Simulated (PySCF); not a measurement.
**From orbital energies to excitation energies**

Species: C3H8O2S.
Geometry (GFN2-xTB, Å), atoms numbered from 1 in this order:
```
atom  x, y, z in Å
C1     1.4793    0.7110    0.4468
C2     0.9772   -0.6645    0.0768
S3    -0.5575   -0.5167   -0.8953
C4    -1.7729    0.2010    0.2503
O5    -0.3399    0.4218   -1.9616
O6    -0.9994   -1.8389   -1.2450
H7     2.5026    0.6673    0.8134
H8     0.8607    1.1610    1.2195
H9     1.4526    1.3437   -0.4376
H10    0.7467   -1.2914    0.9330
H11    1.6698   -1.1871   -0.5782
H12   -2.7321    0.1770   -0.2518
H13   -1.4850    1.2216    0.4624
H14   -1.8027   -0.4063    1.1451
```

Computed, not measured: TDDFT CAM-B3LYP/def2-SVPD, vertical, gas phase, core orbitals frozen in the response (PySCF).

Orbital energies (eV): HOMO-3 -11.01, HOMO-2 -10.72, HOMO-1 -10.11, HOMO -9.69, LUMO 0.80, LUMO+1 1.54, LUMO+2 1.63.

Computed singlets:

```
state  E (eV)       f
   S1    7.73   0.024
   S2    8.14   0.060
   S3    8.22   0.014
   S4    8.58  0.0007
   S5    8.63   0.017
   S6    8.66   0.012
   S7    8.81   0.099
   S8    8.96  0.0045
```

Which orbital pair leads each of S1 and S3, and how does its energy difference Δε compare with the excitation energy?

```tsv
state	leading configuration	weight	Δε (eV)	E (eV)	E − Δε (eV)	f	other configurations
S1	HOMO→LUMO	0.84	10.50	7.73	-2.77	0.024	–
S3	HOMO-1→LUMO	0.76	10.91	8.22	-2.69	0.014	H-1→L+4 (9%)
```

E − Δε runs from -2.77 to -2.69 eV. Among themselves, these states come in the order of their orbital differences.

H and L stand for HOMO and LUMO. The other states: S2 8.14 eV, f 0.060, H→L+4 (48%), H→L+2 (13%), H→L+1 (13%); S4 8.58 eV, f 0.0007, H→L+2 (40%), H-2→L (29%), H→L+4 (13%); S5 8.63 eV, f 0.017, H→L+1 (46%), H-1→L+4 (16%), H→L+2 (9%); S6 8.66 eV, f 0.012, H-1→L+4 (29%), H→L+1 (20%), H-1→L+2 (12%); S7 8.81 eV, f 0.099, H→L+3 (87%); S8 8.96 eV, f 0.0045, H-2→L+4 (23%), H→L+2 (10%), H-2→L (8%).

Which computed triplets share their leading configuration (75% or more) with a singlet, and how far apart are the partners?

| configuration | triplet | E(T) (eV) | singlet | E(S) (eV) | E(S) − E(T) (eV) |
| --- | --- | --- | --- | --- | --- |
| HOMO→LUMO | T2 | 7.60 | S1 | 7.73 | +0.13 |

The 3 triplets are Tamm–Dancoff values, the singlets full response.

Summed over the main configurations (up to three a state, each over 8%) of all 8 singlets, the electron leaves HOMO with weight 3.82, HOMO-1 with weight 1.42 and HOMO-2 with weight 0.60.

One conformer stands for the species.
